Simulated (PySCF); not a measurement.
Species, as SMILES: [Si-]#[O+] (O-Si).
Geometry (B3LYP-D3(BJ)/def2-TZVP, fixed):
```xyz
2

Si     0.0000     0.0000    -0.5502
O      0.0000     0.0000     0.9629
```
Charge 0, spin multiplicity 1.

How fast the isotropic shielding of O2 converges with the basis for several methods (PySCF): deviation from each method's own reference, in ppm. References: HF -185.53 ppm, the value in pcSseg-3; PBE -256.81 ppm, the value in pcSseg-3; PBE0 -241.92 ppm, the value in pcSseg-3. All functions are spherical. No added dispersion term, no relativity. GIAO; atoms are numbered in the order shown.

| basis | functions | HF | PBE | PBE0 |
|---|---|---|---|---|
| pcSseg-0 | 22 | ___ | -91.66 | -110.36 |
| pcseg-0 | 22 | ___ | 7.56 | -10.36 |
| def2-SVP | 32 | ___ | 12.97 | 8.96 |
| 6-311G** | 44 | ___ | -30.03 | -30.53 |
| aug-pcseg-1 | 50 | ___ | 37.37 | 30.43 |
| pcseg-2 | 64 | ___ | -6.01 | -7.90 |
| def2-TZVPD | 83 | ___ | 17.37 | 14.14 |
| jun-cc-pV(T+d)Z | 87 | ___ | 24.42 | 21.56 |
| cc-pV(Q+d)Z | 119 | ___ | 5.99 | 5.41 |
| def2-QZVPP | 127 | ___ | 8.19 | 6.13 |
| def2-QZVPPD | 142 | ___ | 9.61 | 7.18 |
| cc-pCVQZ | 193 | ___ | -0.53 | 0.37 |

### Question
Complete the blanks.

### Answer

- pcSseg-0, HF: -159.31
- pcseg-0, HF: -59.94
- def2-SVP, HF: -3.39
- 6-311G**, HF: -36.38
- aug-pcseg-1, HF: 10.71
- pcseg-2, HF: -14.71
- def2-TZVPD, HF: 5.18
- jun-cc-pV(T+d)Z, HF: 13.14
- cc-pV(Q+d)Z, HF: 2.12
- def2-QZVPP, HF: 0.01
- def2-QZVPPD, HF: 0.79
- cc-pCVQZ, HF: 1.32

Mean absolute deviation over 6-311G**, pcseg-2, def2-TZVPD, jun-cc-pV(T+d)Z: HF 17.35, PBE0 18.53, PBE 19.46 ppm.
